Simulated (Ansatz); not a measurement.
**Molecular dynamics of C2H4N**

Input file:

```yaml
crystal:
  periodic: [false, false, false]
  atoms:
    - { symbol: C, position_ang: [-0.631724, 0.344496, -0.312592] }
    - { symbol: C, position_ang: [0.492207, -0.397753, 0.343763] }
    - { symbol: "N", position_ang: [1.757332, -0.318539, 0.375973] }
    - { symbol: H, position_ang: [-1.325479, 0.746406, 0.452934] }
    - { symbol: H, position_ang: [-0.222597, 1.181811, -0.920335] }
    - { symbol: H, position_ang: [-1.212314, -0.337874, -0.965491] }
    - { symbol: H, position_ang: [1.142575, -1.218548, 1.025759] }
magnetization:
  spin_polarized: true
  initial_magnetization: 1
basis:
  gaussian: { orbitals: def2-SVP }
hamiltonian:
  xc: pbe
md:
  timestep: 0.5
  n_steps: 200
  ensemble: nve
  temperature: 100.0
  initial_velocities: maxwell_boltzmann
  seed: 9978
```

Launched with:

```bash
$ ansatz run input.yaml --threads 1 --pin off --max-ram 2048MiB --backend cpu --events-out ev --progress --plain --runs-dir out
```

It starts at the highest image of a converged band, a first-order saddle point between two minima.

Output, in part (one step line in 3, the closing report, with atoms numbered from 0):

```
md step     0: t =     0.00 fs  T =   100.0 K  F+E_penalty+E_count = -3618.10009796 eV  E_kin = 0.064630 eV  conserved = -3618.03546796 eV  (31 SCF iters)
md step     3: t =     1.50 fs  T =    88.9 K  F+E_penalty+E_count = -3618.09283644 eV  E_kin = 0.057448 eV  conserved = -3618.03538830 eV  (34 SCF iters)
md step     6: t =     3.00 fs  T =    69.3 K  F+E_penalty+E_count = -3618.08008715 eV  E_kin = 0.044800 eV  conserved = -3618.03528685 eV  (34 SCF iters)
md step     9: t =     4.50 fs  T =    60.9 K  F+E_penalty+E_count = -3618.07467314 eV  E_kin = 0.039372 eV  conserved = -3618.03530145 eV  (34 SCF iters)
md step    12: t =     6.00 fs  T =    63.2 K  F+E_penalty+E_count = -3618.07614709 eV  E_kin = 0.040838 eV  conserved = -3618.03530881 eV  (34 SCF iters)
md step    15: t =     7.50 fs  T =    77.5 K  F+E_penalty+E_count = -3618.08525979 eV  E_kin = 0.050085 eV  conserved = -3618.03517436 eV  (35 SCF iters)
md step    18: t =     9.00 fs  T =   133.0 K  F+E_penalty+E_count = -3618.12088037 eV  E_kin = 0.085938 eV  conserved = -3618.03494265 eV  (32 SCF iters)
md step    21: t =    10.50 fs  T =   283.7 K  F+E_penalty+E_count = -3618.21795633 eV  E_kin = 0.183361 eV  conserved = -3618.03459568 eV  (34 SCF iters)
md step    24: t =    12.00 fs  T =   611.4 K  F+E_penalty+E_count = -3618.42955187 eV  E_kin = 0.395172 eV  conserved = -3618.03437970 eV  (32 SCF iters)
md step    27: t =    13.50 fs  T =  1171.6 K  F+E_penalty+E_count = -3618.79243665 eV  E_kin = 0.757222 eV  conserved = -3618.03521483 eV  (34 SCF iters)
md step    30: t =    15.00 fs  T =  1832.8 K  F+E_penalty+E_count = -3619.22165646 eV  E_kin = 1.184552 eV  conserved = -3618.03710431 eV  (32 SCF iters)
md step    33: t =    16.50 fs  T =  2249.8 K  F+E_penalty+E_count = -3619.49301824 eV  E_kin = 1.454060 eV  conserved = -3618.03895827 eV  (33 SCF iters)
md step    36: t =    18.00 fs  T =  2142.0 K  F+E_penalty+E_count = -3619.42252682 eV  E_kin = 1.384347 eV  conserved = -3618.03817997 eV  (33 SCF iters)
md step    39: t =    19.50 fs  T =  1684.6 K  F+E_penalty+E_count = -3619.12508032 eV  E_kin = 1.088733 eV  conserved = -3618.03634756 eV  (32 SCF iters)
md step    42: t =    21.00 fs  T =  1251.6 K  F+E_penalty+E_count = -3618.84414816 eV  E_kin = 0.808887 eV  conserved = -3618.03526118 eV  (34 SCF iters)
md step    45: t =    22.50 fs  T =  1088.7 K  F+E_penalty+E_count = -3618.73820287 eV  E_kin = 0.703619 eV  conserved = -3618.03458434 eV  (33 SCF iters)
md step    48: t =    24.00 fs  T =  1272.4 K  F+E_penalty+E_count = -3618.85983709 eV  E_kin = 0.822335 eV  conserved = -3618.03750257 eV  (33 SCF iters)
md step    51: t =    25.50 fs  T =  1204.7 K  F+E_penalty+E_count = -3618.81834914 eV  E_kin = 0.778575 eV  conserved = -3618.03977464 eV  (32 SCF iters)
md step    54: t =    27.00 fs  T =   902.5 K  F+E_penalty+E_count = -3618.61492934 eV  E_kin = 0.583309 eV  conserved = -3618.03162002 eV  (32 SCF iters)
md step    57: t =    28.50 fs  T =  1187.4 K  F+E_penalty+E_count = -3618.80814539 eV  E_kin = 0.767427 eV  conserved = -3618.04071819 eV  (31 SCF iters)
md step    60: t =    30.00 fs  T =   954.6 K  F+E_penalty+E_count = -3618.65183967 eV  E_kin = 0.616930 eV  conserved = -3618.03490999 eV  (31 SCF iters)
md step    63: t =    31.50 fs  T =   914.4 K  F+E_penalty+E_count = -3618.62549787 eV  E_kin = 0.590978 eV  conserved = -3618.03452001 eV  (32 SCF iters)
md step    66: t =    33.00 fs  T =  1257.0 K  F+E_penalty+E_count = -3618.84860306 eV  E_kin = 0.812373 eV  conserved = -3618.03622957 eV  (34 SCF iters)
md step    69: t =    34.50 fs  T =  1614.8 K  F+E_penalty+E_count = -3619.08141911 eV  E_kin = 1.043659 eV  conserved = -3618.03775975 eV  (33 SCF iters)
md step    72: t =    36.00 fs  T =  1714.8 K  F+E_penalty+E_count = -3619.14305723 eV  E_kin = 1.108280 eV  conserved = -3618.03477762 eV  (35 SCF iters)
md step    75: t =    37.50 fs  T =  1886.2 K  F+E_penalty+E_count = -3619.25584310 eV  E_kin = 1.219053 eV  conserved = -3618.03679035 eV  (35 SCF iters)
md step    78: t =    39.00 fs  T =  1917.6 K  F+E_penalty+E_count = -3619.27719914 eV  E_kin = 1.239367 eV  conserved = -3618.03783166 eV  (35 SCF iters)
md step    81: t =    40.50 fs  T =  1658.8 K  F+E_penalty+E_count = -3619.10836881 eV  E_kin = 1.072071 eV  conserved = -3618.03629788 eV  (34 SCF iters)
md step    84: t =    42.00 fs  T =  1379.6 K  F+E_penalty+E_count = -3618.92748681 eV  E_kin = 0.891605 eV  conserved = -3618.03588219 eV  (33 SCF iters)
md step    87: t =    43.50 fs  T =  1178.9 K  F+E_penalty+E_count = -3618.79791184 eV  E_kin = 0.761913 eV  conserved = -3618.03599861 eV  (33 SCF iters)
md step    90: t =    45.00 fs  T =  1039.6 K  F+E_penalty+E_count = -3618.70801974 eV  E_kin = 0.671866 eV  conserved = -3618.03615325 eV  (34 SCF iters)
md step    93: t =    46.50 fs  T =   921.8 K  F+E_penalty+E_count = -3618.63281764 eV  E_kin = 0.595730 eV  conserved = -3618.03708718 eV  (34 SCF iters)
md step    96: t =    48.00 fs  T =   710.9 K  F+E_penalty+E_count = -3618.49577658 eV  E_kin = 0.459471 eV  conserved = -3618.03630595 eV  (32 SCF iters)
md step    99: t =    49.50 fs  T =   740.3 K  F+E_penalty+E_count = -3618.51180542 eV  E_kin = 0.478461 eV  conserved = -3618.03334464 eV  (32 SCF iters)
md step   102: t =    51.00 fs  T =  1331.0 K  F+E_penalty+E_count = -3618.90009886 eV  E_kin = 0.860208 eV  conserved = -3618.03989093 eV  (33 SCF iters)
md step   105: t =    52.50 fs  T =  1475.6 K  F+E_penalty+E_count = -3618.99233997 eV  E_kin = 0.953691 eV  conserved = -3618.03864905 eV  (33 SCF iters)
md step   108: t =    54.00 fs  T =  1186.7 K  F+E_penalty+E_count = -3618.80280838 eV  E_kin = 0.766955 eV  conserved = -3618.03585299 eV  (33 SCF iters)
md step   111: t =    55.50 fs  T =   995.9 K  F+E_penalty+E_count = -3618.67844089 eV  E_kin = 0.643643 eV  conserved = -3618.03479825 eV  (35 SCF iters)
md step   114: t =    57.00 fs  T =  1133.6 K  F+E_penalty+E_count = -3618.76798061 eV  E_kin = 0.732652 eV  conserved = -3618.03532841 eV  (31 SCF iters)
md step   117: t =    58.50 fs  T =  1463.2 K  F+E_penalty+E_count = -3618.98368519 eV  E_kin = 0.945678 eV  conserved = -3618.03800699 eV  (35 SCF iters)
md step   120: t =    60.00 fs  T =  1464.6 K  F+E_penalty+E_count = -3618.98536517 eV  E_kin = 0.946562 eV  conserved = -3618.03880280 eV  (34 SCF iters)
md step   123: t =    61.50 fs  T =  1109.6 K  F+E_penalty+E_count = -3618.75137623 eV  E_kin = 0.717140 eV  conserved = -3618.03423606 eV  (33 SCF iters)
md step   126: t =    63.00 fs  T =   932.6 K  F+E_penalty+E_count = -3618.64091819 eV  E_kin = 0.602764 eV  conserved = -3618.03815445 eV  (33 SCF iters)
md step   129: t =    64.50 fs  T =   580.8 K  F+E_penalty+E_count = -3618.40989947 eV  E_kin = 0.375348 eV  conserved = -3618.03455123 eV  (32 SCF iters)
md step   132: t =    66.00 fs  T =   576.3 K  F+E_penalty+E_count = -3618.40678355 eV  E_kin = 0.372487 eV  conserved = -3618.03429688 eV  (32 SCF iters)
md step   135: t =    67.50 fs  T =   966.7 K  F+E_penalty+E_count = -3618.66336119 eV  E_kin = 0.624773 eV  conserved = -3618.03858806 eV  (32 SCF iters)
md step   138: t =    69.00 fs  T =   989.6 K  F+E_penalty+E_count = -3618.67687804 eV  E_kin = 0.639593 eV  conserved = -3618.03728470 eV  (33 SCF iters)
md step   141: t =    70.50 fs  T =   897.9 K  F+E_penalty+E_count = -3618.61466981 eV  E_kin = 0.580343 eV  conserved = -3618.03432679 eV  (33 SCF iters)
md step   144: t =    72.00 fs  T =  1071.8 K  F+E_penalty+E_count = -3618.73092767 eV  E_kin = 0.692692 eV  conserved = -3618.03823542 eV  (34 SCF iters)
md step   147: t =    73.50 fs  T =   994.4 K  F+E_penalty+E_count = -3618.67782223 eV  E_kin = 0.642654 eV  conserved = -3618.03516815 eV  (35 SCF iters)
md step   150: t =    75.00 fs  T =  1118.8 K  F+E_penalty+E_count = -3618.75753026 eV  E_kin = 0.723107 eV  conserved = -3618.03442297 eV  (35 SCF iters)
md step   153: t =    76.50 fs  T =  1631.3 K  F+E_penalty+E_count = -3619.09040471 eV  E_kin = 1.054295 eV  conserved = -3618.03610997 eV  (34 SCF iters)
md step   156: t =    78.00 fs  T =  2185.5 K  F+E_penalty+E_count = -3619.45052455 eV  E_kin = 1.412491 eV  conserved = -3618.03803336 eV  (33 SCF iters)
md step   159: t =    79.50 fs  T =  2401.0 K  F+E_penalty+E_count = -3619.58846470 eV  E_kin = 1.551794 eV  conserved = -3618.03667053 eV  (32 SCF iters)
md step   162: t =    81.00 fs  T =  2363.5 K  F+E_penalty+E_count = -3619.56519659 eV  E_kin = 1.527509 eV  conserved = -3618.03768782 eV  (32 SCF iters)
md step   165: t =    82.50 fs  T =  2020.3 K  F+E_penalty+E_count = -3619.34269666 eV  E_kin = 1.305691 eV  conserved = -3618.03700593 eV  (32 SCF iters)
md step   168: t =    84.00 fs  T =  1549.3 K  F+E_penalty+E_count = -3619.03659271 eV  E_kin = 1.001338 eV  conserved = -3618.03525519 eV  (32 SCF iters)
md step   171: t =    85.50 fs  T =  1300.2 K  F+E_penalty+E_count = -3618.87541053 eV  E_kin = 0.840347 eV  conserved = -3618.03506400 eV  (32 SCF iters)
md step   174: t =    87.00 fs  T =  1324.5 K  F+E_penalty+E_count = -3618.89215923 eV  E_kin = 0.856036 eV  conserved = -3618.03612316 eV  (33 SCF iters)
md step   177: t =    88.50 fs  T =  1380.0 K  F+E_penalty+E_count = -3618.93032723 eV  E_kin = 0.891870 eV  conserved = -3618.03845763 eV  (33 SCF iters)
md step   180: t =    90.00 fs  T =  1082.0 K  F+E_penalty+E_count = -3618.73619537 eV  E_kin = 0.699304 eV  conserved = -3618.03689183 eV  (34 SCF iters)
md step   183: t =    91.50 fs  T =   889.7 K  F+E_penalty+E_count = -3618.60809175 eV  E_kin = 0.574995 eV  conserved = -3618.03309686 eV  (32 SCF iters)
md step   186: t =    93.00 fs  T =  1290.5 K  F+E_penalty+E_count = -3618.87307484 eV  E_kin = 0.834042 eV  conserved = -3618.03903255 eV  (32 SCF iters)
md step   189: t =    94.50 fs  T =  1411.3 K  F+E_penalty+E_count = -3618.94898886 eV  E_kin = 0.912092 eV  conserved = -3618.03689691 eV  (32 SCF iters)
md step   192: t =    96.00 fs  T =  1407.5 K  F+E_penalty+E_count = -3618.94539272 eV  E_kin = 0.909681 eV  conserved = -3618.03571218 eV  (33 SCF iters)
md step   195: t =    97.50 fs  T =  1505.5 K  F+E_penalty+E_count = -3619.00968728 eV  E_kin = 0.972989 eV  conserved = -3618.03669808 eV  (33 SCF iters)
md step   198: t =    99.00 fs  T =  1530.3 K  F+E_penalty+E_count = -3619.02664104 eV  E_kin = 0.989042 eV  conserved = -3618.03759919 eV  (33 SCF iters)
md step   200: t =   100.00 fs  T =  1410.1 K  F+E_penalty+E_count = -3618.94892326 eV  E_kin = 0.911340 eV  conserved = -3618.03758364 eV  (30 SCF iters)
Total energy: -3618.94895015 eV, -132.9939209065 hartree
Atom 0 at    -0.695039     0.373378    -0.314424 Å, force     1.185187    -0.899389     0.792674 eV/Å
Atom 1 at     0.557889    -0.235915     0.267151 Å, force    -5.170667    -0.173799    -0.617432 eV/Å
Atom 2 at     1.717737    -0.451481     0.447050 Å, force     4.758590    -0.613352     0.069634 eV/Å
Atom 3 at    -1.340418     0.700088     0.516762 Å, force     0.021829     0.369871     0.224366 eV/Å
Atom 4 at    -0.651964     1.160707    -1.107217 Å, force     0.234439     0.046874     0.037297 eV/Å
Atom 5 at    -1.251454    -0.517172    -0.674817 Å, force    -0.094338     0.152776    -0.477935 eV/Å
Atom 6 at     2.148033    -1.397054     0.805173 Å, force    -0.935039     1.117018    -0.028603 eV/Å
Dipole moment:    -0.274873    -0.097797    -0.018734 e Å
```

The run went to its last step. The conserved energy stayed within 0.82 meV per atom of its start (net change -0.3 meV per atom), so the integration is sound. The system heated up, since it started high on the potential surface and ran downhill. A run of 0.1 ps of so small a system gives no equilibrium averages.

The step under study would form C2–H7 and break N3–H7. These pairs go: C2–H7 1.25 → 2.04 Å, N3–H7 1.27 → 1.10 Å. In the last frame they stand as before the step (other bonds may differ from the relaxed reactants and products). It ends as one piece, C2H4N. Pairs count as bonded within 1.25 times the sum of covalent radii (0.12 Å more for H–H).

Last frame:

```xyz
7
Properties=species:S:1:pos:R:3
C -0.695 0.373 -0.314
C 0.558 -0.236 0.267
N 1.718 -0.452 0.447
H -1.340 0.700 0.517
H -0.652 1.161 -1.107
H -1.252 -0.517 -0.675
H 2.148 -1.397 0.805
```

The run took 11 min on 1 thread of Intel(R) Xeon(R) Processor @ 2.50GHz (Skylake/Cascade Lake), on a shared host, peak memory 0.12 GiB.
